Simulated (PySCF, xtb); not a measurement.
ammonia (H3N), SMILES N.

Harmonic wavenumbers (cm⁻¹) from GFN2-xTB (xtb) at its own minimum, in rising order: 1159, 1593, 1593, 3426, 3477, 3479.

Q: What does PySCF 2.14.0 with PBE-D3(BJ)/def2-TZVPD give at its own minimum? (Estimate from the structure and the level; the computed values follow.)

A: 1024, 1618, 1618, 3377, 3498, 3498. Paired by order, the mean absolute difference is 46 cm⁻¹ and the zero-point energies are 21.1 and 20.9 kcal/mol.
